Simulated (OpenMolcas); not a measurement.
**LiO (lithium monoxide): a chain of runs**

We compute a single-point energy (UHF/STO-3G), then the energy (CASSCF(3,3)/STO-3G), then the energy (CASPT2(3,3)/STO-3G), then a single-point energy (SC-NEVPT2(3,3)/STO-3G), then a single-point energy (MRCI(3,3)/STO-3G) of LiO (lithium monoxide). 

The results are computed with OpenMolcas 26.06.

1 further run of the same task is left out (set aside as unsound or not needed).

## 1. The structure to begin with

The species is LiO (2 atoms), meant as a doublet with charge 0. As SMILES, `[Li][O]`. The Li1–O2 distance was set to 3.361 Å, away from the relaxed value.

## 2. The energy at UHF/STO-3G (run 1)

Input file geom.xyz:

```xyz
2

Li     0.000000     0.000000    -1.738160
O      0.000000     0.000000     1.623240
```

Input file step1.input:

```
* LiO Hartree-Fock

&GATEWAY
 BASLIB=$CurrDir
 COORD=geom.xyz
 BASIS=STO-3G
 GROUP=NoSym

&SEWARD

&SCF
 UHF
 SPIN=2
 SCRAMBLE=0.25
 PRORBITALS=1 1
```

The basis set STO-3G is read from a file made from the Basis Set Exchange's data (not shown).

On the command line:

```
$ export MOLCAS_MEM=1860
$ pymolcas step1.input > step1.log
```

Standard output:

```text
--- Start Module: gateway ---
[...]
--- Stop Module: gateway /rc=_RC_ALL_IS_WELL_ ---
--- Start Module: seward ---
[...]
      Basis functions           10
--- Stop Module: seward /rc=_RC_ALL_IS_WELL_ ---
--- Start Module: scf ---
[...]
       Convergence after  22 Iterations
[...]
::    Total SCF energy                                -81.1241406451
[...]
      Total spin, S                                     0.9146820843
[...]
      Total electronic charge=   11.000000
      Total            charge=   -0.000000
[...]
      Dipole Moment (debye):
      Origin of the operator (angstrom)=    0.0000    0.0000    0.5984
                   X= -1.0790E-06               Y=  6.5186E-07               Z=  1.2080E+00           Total=  1.2080E+00
      Quadrupole Moment (debye*angstrom):
[...]
--- Stop Module: scf /rc=_RC_ALL_IS_WELL_ ---
[...]
```

Run time: 1.5 s. Hardware: 1 thread of AMD EPYC 9R45 (Zen 5), shared host; peak memory 0.37 GiB.

## 3. The energy at CASSCF(3,3)/STO-3G (run 2)

geom.xyz is that of step 2.

Input file step2.inp:

```
&GATEWAY
BasLib=$CurrDir
Coord=geom.xyz
Basis=STO-3G
Group=NoSym
&SEWARD
&RASSCF
FileOrb=$CurrDir/step1.UnaOrb
Spin=2
Nactel=3 0 0
Inactive=4
Ras2=3
OrbListing=Nothing
```

The basis set STO-3G is read from a file made from the Basis Set Exchange's data (not shown).

On the command line:

```
$ export MOLCAS_MEM=1860
$ pymolcas step2.inp > step2.log
```

Standard output:

```text
--- Start Module: gateway ---
[...]
--- Stop Module: gateway /rc=_RC_ALL_IS_WELL_ ---
--- Start Module: seward ---
[...]
      Basis functions           10
--- Stop Module: seward /rc=_RC_ALL_IS_WELL_ ---
--- Start Module: rasscf ---
[...]
      Number of active orbitals                  3
[...]
      Spin quantum number                      0.5
[...]
      Active orbitals                            3
[...]
      Number of CSFs                             8
[...]
      Number of root(s) required                 1
[...]
      Convergence after  9 iterations
[...]
      printout of CI-coefficients larger than  0.05 for root  1
      energy=     -81.123500
      conf/sym  111     Coeff  Weight
             1  2u0  -0.61237 0.37500
             4  udu   0.43301 0.18750
             6  uud   0.25000 0.06250
             8  0u2  -0.61237 0.37500
      Natural orbitals and occupation numbers for root  1
      sym 1:   0.999999   1.000000   1.000001
      ************************************************************************************************************************
      *                                                    Final results                                                     *
[...]
::    RASSCF root number  1 Total energy:    -81.12350004
[...]
      Total electronic charge=   11.000000
      Total            charge=   -0.000000
[...]
      Dipole Moment (debye):
      Origin of the operator (angstrom)=    0.0000    0.0000    0.5984
                   X=  7.0756E-07               Y= -5.1503E-06               Z=  1.2085E+00           Total=  1.2085E+00
      Quadrupole Moment (debye*angstrom):
[...]
--- Stop Module: rasscf /rc=_RC_ALL_IS_WELL_ ---
[...]
```

It took 1.4 s on 1 thread of AMD EPYC 9R45 (Zen 5), shared host; peak memory 0.37 GiB.

## 4. The energy at CASPT2(3,3)/STO-3G (run 3)

geom.xyz is that of step 3.

Input file step3.input:

```
&gateway
 baslib=$CurrDir
 coord=geom.xyz
 basis=STO-3G
 group=NoSym

&seward

&rasscf
 fileorb=$CurrDir/step2.RasOrb
 spin=2
 nactel=3 0 0
 inactive=4
 ras2=3
 orblisting=Nothing

&caspt2
 imaginary=0.1
 frozen=1
```

The basis set STO-3G is read from a file made from the Basis Set Exchange's data (not shown).

On the command line:

```
$ export MOLCAS_MEM=1860
$ pymolcas step3.input > step3.log
```

Standard output:

```text
--- Start Module: gateway ---
[...]
--- Stop Module: gateway /rc=_RC_ALL_IS_WELL_ ---
[...]
      Basis functions           10
[...]
--- Start Module: rasscf ---
[...]
      Number of active orbitals                  3
[...]
      Spin quantum number                      0.5
[...]
      Active orbitals                            3
[...]
      Number of CSFs                             8
[...]
      Number of root(s) required                 1
[...]
      Convergence after  4 iterations
[...]
      printout of CI-coefficients larger than  0.05 for root  1
      energy=     -81.123500
      conf/sym  111     Coeff  Weight
             1  2u0  -0.61237 0.37500
             4  udu   0.43301 0.18750
             6  uud   0.25000 0.06250
             8  0u2  -0.61237 0.37500
      Natural orbitals and occupation numbers for root  1
      sym 1:   0.999999   1.000000   1.000001
      ************************************************************************************************************************
      *                                                    Final results                                                     *
[...]
::    RASSCF root number  1 Total energy:    -81.12350004
[...]
      Total electronic charge=   11.000000
      Total            charge=   -0.000000
[...]
      Dipole Moment (debye):
      Origin of the operator (angstrom)=    0.0000    0.0000    0.5984
                   X=  1.0044E-06               Y= -2.9032E-06               Z=  1.2085E+00           Total=  1.2085E+00
      Quadrupole Moment (debye*angstrom):
[...]
--- Stop Module: rasscf /rc=_RC_ALL_IS_WELL_ ---
--- Start Module: caspt2 ---
[...]
 ###    WARNING: User changed nr of frozen orbitals.                         ###
 ###############################################################################
[...]
      E2 (Variational):          -0.0008486448
      Total energy:             -81.1243486804
[...]
      Reference weight:           0.99938
[...]
::    CASPT2 Root  1     Total energy:    -81.12434868
[...]
--- Stop Module: caspt2 /rc=_RC_ALL_IS_WELL_ ---
[...]
```

It took 1.4 s on 1 thread of AMD EPYC 9R45 (Zen 5), shared host; peak memory 0.37 GiB.

## 5. The energy at SC-NEVPT2(3,3)/STO-3G (run 4)

geom.xyz is that of step 4.

Input file step4.inp:

```
>>> EXPORT MOLCAS_PRINT=2

&GATEWAY
 BasLib = $CurrDir
 Coord = geom.xyz
 Basis = STO-3G
 Group = NoSym

&SEWARD

&RASSCF
 FileOrb = $CurrDir/step2.RasOrb
 Spin = 2
 Nactel = 3 0 0
 Inactive = 4
 Ras2 = 3
 OrbListing = Nothing

&CASPT2
 SC-NEVPT2
 Frozen = 1
```

The basis set STO-3G is read from a file made from the Basis Set Exchange's data (not shown).

On the command line:

```
$ export MOLCAS_MEM=1860
$ pymolcas step4.inp > step4.log
```

Standard output:

```text
--- Start Module: gateway ---
[...]
--- Stop Module: gateway /rc=_RC_ALL_IS_WELL_ ---
[...]
      Basis functions           10
[...]
--- Start Module: rasscf ---
[...]
      Number of active orbitals                  3
[...]
      Spin quantum number                      0.5
[...]
      Active orbitals                            3
[...]
      Number of CSFs                             8
[...]
      Number of root(s) required                 1
[...]
      Convergence after  4 iterations
[...]
      printout of CI-coefficients larger than  0.05 for root  1
      energy=     -81.123500
      conf/sym  111     Coeff  Weight
             1  2u0  -0.61237 0.37500
             4  udu   0.43301 0.18750
             6  uud   0.25000 0.06250
             8  0u2  -0.61237 0.37500
      Natural orbitals and occupation numbers for root  1
      sym 1:   0.999999   1.000000   1.000001
      ************************************************************************************************************************
      *                                                    Final results                                                     *
[...]
::    RASSCF root number  1 Total energy:    -81.12350004
[...]
      Total electronic charge=   11.000000
      Total            charge=   -0.000000
[...]
      Dipole Moment (debye):
      Origin of the operator (angstrom)=    0.0000    0.0000    0.5984
                   X=  1.0044E-06               Y= -2.9032E-06               Z=  1.2085E+00           Total=  1.2085E+00
      Quadrupole Moment (debye*angstrom):
[...]
--- Stop Module: rasscf /rc=_RC_ALL_IS_WELL_ ---
--- Start Module: caspt2 ---
[...]
 ###    WARNING: User changed nr of frozen orbitals.                         ###
 ###############################################################################
[...]
      E2 (Variational):          -0.0009305079
[...]
      E2 (Variational):          -0.0009304978
      Total energy:             -81.1244305333
[...]
      Reference weight:           0.99917
[...]
::    SC-NEVPT2 Root  1     Total energy:    -81.12443053
[...]
--- Stop Module: caspt2 /rc=_RC_ALL_IS_WELL_ ---
[...]
```

It took 1.4 s on 1 thread of AMD EPYC 9R45 (Zen 5), shared host; peak memory 0.37 GiB.

## 6. A single-point energy at MRCI(3,3)/STO-3G (run 5)

geom.xyz is that of step 5.

Input file step5.inp:

```
* LiO MRCI
>>> EXPORT MOLCAS_PRINT=2

&GATEWAY
  BasLib=$CurrDir
  Coord=geom.xyz
  Basis=STO-3G
  Group=NoSym

&SEWARD

&RASSCF
  FileOrb=$CurrDir/step2.RasOrb
  Spin=2
  Nactel=3 0 0
  Inactive=4
  Ras2=3
  OrbListing=Nothing

&MOTRA
  LumOrb
  Frozen=1

&GUGA
  Electrons=9
  Spin=2
  Inactive=3
  Active=3
  CIAll=1

&MRCI
  SDCI
```

The basis set STO-3G is read from a file made from the Basis Set Exchange's data (not shown).

On the command line:

```
$ export MOLCAS_MEM=1860
$ pymolcas step5.inp > step5.log
```

Standard output:

```text
--- Start Module: gateway ---
[...]
--- Stop Module: gateway /rc=_RC_ALL_IS_WELL_ ---
[...]
      Basis functions           10
[...]
      Number of active orbitals                  3
[...]
      Spin quantum number                      0.5
[...]
      Active orbitals                            3
[...]
      Number of CSFs                             8
[...]
      Number of root(s) required                 1
[...]
      Convergence after  4 iterations
[...]
      printout of CI-coefficients larger than  0.05 for root  1
      energy=     -81.123500
      conf/sym  111     Coeff  Weight
             1  2u0  -0.61237 0.37500
             4  udu   0.43301 0.18750
             6  uud   0.25000 0.06250
             8  0u2  -0.61237 0.37500
      Natural orbitals and occupation numbers for root  1
      sym 1:   0.999999   1.000000   1.000001
      ************************************************************************************************************************
      *                                                    Final results                                                     *
[...]
::    RASSCF root number  1 Total energy:    -81.12350004
[...]
      Dipole Moment (debye):
      Origin of the operator (angstrom)=    0.0000    0.0000    0.5984
                   X=  1.0044E-06               Y= -2.9032E-06               Z=  1.2085E+00           Total=  1.2085E+00
      Quadrupole Moment (debye*angstrom):
[...]
      *** WARNING: Default frozen orbitals is overwritten by user input.
      *** Default values:   2
[...]
--- Start Module: guga ---
[...]
--- Stop Module: guga /rc=_RC_ALL_IS_WELL_ ---
--- Start Module: mrci ---
[...]
       (But an ACPF correction will be computed)
       USE THE DEFAULT ACPF G-VALUE GFAC=  0.22222222222222221
[...]
                      CI ENERGY:   -81.12464052
[...]
                ACPF CORRECTION:    -0.00000143
[...]
      Total electronic charge=   11.000000
      Total            charge=   -0.000000
[...]
     ACPF CORRECTION:     -0.00000143
[...]
  CI State   1     Total energy:    -81.12464052     QDav:     -0.00000184     QACPF:     -0.00000143
[...]
--- Stop Module: mrci /rc=_RC_ALL_IS_WELL_ ---
[...]
```

Wall time 1.5 s (1 thread of AMD EPYC 9R45 (Zen 5), shared host); peak memory 0.37 GiB.

## 7. Outcome

| quantity | value |
| --- | --- |
| run 1, UHF/STO-3G: total energy | -81.12414 Eh |
| run 1, UHF/STO-3G: dipole moment | 1.21 D |
| run 1, UHF/STO-3G: HOMO energy (highest over α and β) | -4.64 eV |
| run 1, UHF/STO-3G: LUMO energy (lowest over α and β) | 3.02 eV |
| run 1, UHF/STO-3G: ⟨S²⟩ | 1.751 |
| run 2, CASSCF(3,3)/STO-3G: total energy | -81.12350 Eh |
| run 2, CASSCF(3,3)/STO-3G: dipole moment (CASSCF density) | 1.21 D |
| run 3, CASPT2(3,3)/STO-3G: total energy | -81.12435 Eh |
| run 3, CASPT2(3,3)/STO-3G: dipole moment (CASSCF density) | 1.21 D |
| run 4, SC-NEVPT2(3,3)/STO-3G: total energy | -81.12443 Eh |
| run 4, SC-NEVPT2(3,3)/STO-3G: dipole moment (CASSCF density) | 1.21 D |
| run 5, MRCI(3,3)/STO-3G: total energy | -81.12464 Eh |
| run 5, MRCI(3,3)/STO-3G: dipole moment (CASSCF density) | 1.21 D |

⟨S²⟩ (run 1, UHF/STO-3G) is 1.75 where a pure doublet has 0.75: the reference is spin-contaminated.
